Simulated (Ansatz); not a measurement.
MgH$_{3}$ClO, closed shell: a nudged elastic band.

Input (in.yaml):

```yaml
crystal:
  periodic: [false, false, false]
  atoms:
    - {symbol: Mg, position_ang: [-0.636878, 0.094064, -0.887192]}
    - {symbol: H, position_ang: [-1.362125, 1.563091, -1.348460]}
    - {symbol: Cl, position_ang: [-0.182460, -2.088370, -1.102704]}
    - {symbol: H, position_ang: [0.767832, 0.870232, 1.466801]}
    - {symbol: O, position_ang: [0.511858, 0.206845, 0.822555]}
    - {symbol: H, position_ang: [0.901772, -0.645761, 1.049000]}
basis:
  gaussian: {orbitals: def2-SVP}
hamiltonian: {xc: pbe0, dispersion: d4}
neb:
  images: 5
  climbing: true
  max_iterations: 30
  initial_path: idpp
  spring: 500.0
  final_atoms:
    - {symbol: Mg, position_ang: [0.026338, -0.690930, -0.239385]}
    - {symbol: H, position_ang: [-0.893625, 1.281652, -0.791265]}
    - {symbol: Cl, position_ang: [-0.877883, -1.685923, -1.962413]}
    - {symbol: H, position_ang: [-0.507925, 1.445555, -0.161316]}
    - {symbol: O, position_ang: [0.845436, -0.064517, 1.210661]}
    - {symbol: H, position_ang: [1.407658, -0.285737, 1.943717]}
```

Launched with

```bash
ansatz run in.yaml --threads 2 --pin off --events-out ev --progress --plain --max-ram 4352MiB
```

The run's output (Ansatz 0.2.0):

```
Functional definition: PBE0
  name "PBE0"
  cite "Adamo & Barone, J. Chem. Phys. 110, 6158 (1999) doi:10.1063/1.478522"
  cite "Perdew, Burke & Ernzerhof, Phys. Rev. Lett. 77, 3865 (1996) doi:10.1103/PhysRevLett.77.3865"
  parent pbe
  parameter a = 0.25
  parameter kappa = 0.804
  parameter beta = 0.06672455060314922
  exchange = (1 - a)*pbe_x(kappa = kappa, mu = beta*pi^2/3) + a*exact_x
  correlation = pbe_c(beta = beta)
624 factors; integrals over basis functions are off by at most 4.2e-4 eV
mean field evaluation 1: about -20045.4019 eV, gradient 4.2e1 eV
mean field evaluation 2: about -20043.6452 eV, gradient 5.4e1 eV
mean field evaluation 4: about -20048.7551 eV, gradient 1.1e0 eV
mean field evaluation 8: about -20048.8066 eV, gradient 1.0e-2 eV
mean field -20048.80660522 eV, -736.7800531727 hartree, gradient 5.3e-5 eV, S^2 0.000000; 0 other end points of the search recorded, 0 dependent functions left out
the calculation of the forces begins
reference -20048.80664091 eV, -736.7800544841 hartree; 20, 20 occupied and 45, 45 virtual orbitals, 624 factors
626 factors; integrals over basis functions are off by at most 3.3e-4 eV
mean field evaluation 16: about -20012.3051 eV, gradient 1.3e2 eV
mean field -20048.76807698 eV, -736.7786372858 hartree, gradient 4.9e-5 eV, S^2 0.000000; 0 other end points of the search recorded, 0 dependent functions left out
the calculation of the forces begins
reference -20048.76811134 eV, -736.7786385488 hartree; 20, 20 occupied and 45, 45 virtual orbitals, 626 factors
WARN: NEB end point (image 0): max|allowed force component| = 2.004e-1 eV/Å (the criterion of neb.relax_end_points is 1.000e-2). That is over neb.f_tol: it is no minimum, so the barrier can be far off. Relax it first
WARN: NEB end point (image 6): max|allowed force component| = 3.315e-1 eV/Å (the criterion of neb.relax_end_points is 1.000e-2). That is over neb.f_tol: it is no minimum, so the barrier can be far off. Relax it first
624 factors; integrals over basis functions are off by at most 5.1e-4 eV
mean field evaluation 32: about -20047.5439 eV, gradient 5.1e0 eV
mean field -20047.66102382 eV, -736.7379538325 hartree, gradient 8.7e-5 eV, S^2 0.000000; 0 other end points of the search recorded, 0 dependent functions left out
the calculation of the forces begins
reference -20047.66106120 eV, -736.7379552065 hartree; 20, 20 occupied and 45, 45 virtual orbitals, 624 factors
624 factors; integrals over basis functions are off by at most 1.1e-3 eV
mean field -20045.83200486 eV, -736.6707386256 hartree, gradient 7.9e-5 eV, S^2 0.000000; 0 other end points of the search recorded, 0 dependent functions left out
the calculation of the forces begins
reference -20045.83204286 eV, -736.6707400219 hartree; 20, 20 occupied and 45, 45 virtual orbitals, 624 factors
624 factors; integrals over basis functions are off by at most 4.3e-4 eV
mean field evaluation 64: about -20044.6250 eV, gradient 7.8e0 eV
mean field -20045.00058901 eV, -736.6401846568 hartree, gradient 2.9e-5 eV, S^2 0.000000; 0 other end points of the search recorded, 0 dependent functions left out
the calculation of the forces begins
reference -20045.00062474 eV, -736.6401859699 hartree; 20, 20 occupied and 45, 45 virtual orbitals, 624 factors
624 factors; integrals over basis functions are off by at most 1.4e-3 eV
mean field -20045.39989940 eV, -736.6548590431 hartree, gradient 2.5e-5 eV, S^2 0.000000; 0 other end points of the search recorded, 0 dependent functions left out
the calculation of the forces begins
reference -20045.39993329 eV, -736.6548602885 hartree; 20, 20 occupied and 45, 45 virtual orbitals, 624 factors
628 factors; integrals over basis functions are off by at most 1.1e-3 eV
mean field evaluation 96: about -19985.8788 eV, gradient 1.5e2 eV
mean field -20047.17150280 eV, -736.7199642671 hartree, gradient 3.3e-5 eV, S^2 0.000000; 0 other end points of the search recorded, 0 dependent functions left out
the calculation of the forces begins
reference -20047.17153790 eV, -736.7199655571 hartree; 20, 20 occupied and 45, 45 virtual orbitals, 628 factors
NEB iter   1: max|band force component| = 5.524e0 eV/Å  barrier→ = 3.8023 eV  barrier← = 3.7587 eV  Δτ_max = 0.2000 Å  (177 SCF iters)
NEB iter   2: max|band force component| = 4.225e0 eV/Å  barrier→ = 2.4967 eV  barrier← = 2.4531 eV  Δτ_max = 0.2000 Å  (145 SCF iters)
NEB iter   3: max|band force component| = 1.336e1 eV/Å  barrier→ = 1.5953 eV  barrier← = 1.5517 eV  Δτ_max = 0.1020 Å  (147 SCF iters)
NEB iter   4: max|band force component| = 2.156e0 eV/Å  barrier→ = 1.1140 eV  barrier← = 1.0705 eV  Δτ_max = 0.2000 Å  (143 SCF iters)
NEB iter   5: max|band force component| = 1.691e0 eV/Å  barrier→ = 0.6131 eV  barrier← = 0.5695 eV  Δτ_max = 0.1786 Å  (144 SCF iters)
NEB iter   6: max|band force component| = 1.903e0 eV/Å  barrier→ = 0.4565 eV  barrier← = 0.4129 eV  Δτ_max = 0.0716 Å  (142 SCF iters)
NEB iter   7: max|band force component| = 5.041e-1 eV/Å  barrier→ = 0.4549 eV  barrier← = 0.4113 eV  CI = image 4  Δτ_max = 0.0948 Å  (139 SCF iters)
NEB iter   8: max|band force component| = 4.983e-1 eV/Å  barrier→ = 0.4981 eV  barrier← = 0.4545 eV  CI = image 4  Δτ_max = 0.0946 Å  (137 SCF iters)
NEB iter   9: max|band force component| = 3.572e-1 eV/Å  barrier→ = 0.5419 eV  barrier← = 0.4984 eV  CI = image 4  Δτ_max = 0.0941 Å  (132 SCF iters)
NEB iter  10: max|band force component| = 2.451e-1 eV/Å  barrier→ = 0.5696 eV  barrier← = 0.5260 eV  CI = image 4  Δτ_max = 0.0740 Å  (136 SCF iters)
NEB iter  11: max|band force component| = 2.143e-1 eV/Å  barrier→ = 0.5774 eV  barrier← = 0.5339 eV  CI = image 4  Δτ_max = 0.0218 Å  (130 SCF iters)
NEB iter  12: max|band force component| = 1.507e-1 eV/Å  barrier→ = 0.5727 eV  barrier← = 0.5291 eV  CI = image 4  Δτ_max = 0.0228 Å  (129 SCF iters)
NEB iter  13: max|band force component| = 7.435e-2 eV/Å  barrier→ = 0.5718 eV  barrier← = 0.5282 eV  CI = image 4  Δτ_max = 0.0065 Å  (117 SCF iters)
NEB iter  14: max|band force component| = 5.150e-2 eV/Å  barrier→ = 0.5715 eV  barrier← = 0.5279 eV  CI = image 4  Δτ_max = 0.0045 Å  (97 SCF iters)
NEB iter  15: max|band force component| = 1.721e-2 eV/Å  barrier→ = 0.5714 eV  barrier← = 0.5278 eV  CI = image 4  CI's point: of a kind that is not told: the force calls were inconclusive, a negative curvature could not be distinguished from the path's own, the only one lies far off the path, or fixed occupations may fill a level only in part  Δτ_max = 0.0000 Å  (889 SCF iters)
Total energy: -20048.30570866 eV, -736.7616455636 hartree
Atom 0 at    -0.325245    -0.466951    -0.658462 Å, force     0.002046     0.002827     0.005578 eV/Å
Atom 1 at    -0.612210     1.375909    -0.332427 Å, force     0.006604    -0.008489     0.003177 eV/Å
Atom 2 at    -0.841099    -2.094168    -2.058217 Å, force    -0.000879     0.002198    -0.000693 eV/Å
Atom 3 at     0.016001     1.041124     0.440901 Å, force    -0.005129    -0.006061    -0.005711 eV/Å
Atom 4 at     0.607618     0.074162     0.909269 Å, force    -0.004110     0.016270    -0.001362 eV/Å
Atom 5 at     1.154935     0.070024     1.698936 Å, force     0.001468    -0.006745    -0.000989 eV/Å
Dipole moment:     0.333464     0.358489     0.625612 e Å

[the SCF lines of later steps are left out]
```

The run took about 2.1 min on 2 CPU threads of an AMD EPYC 7R43 (shared host).


The run ended normally. The spring constant of 500 eV/Å² is a hundred times the default.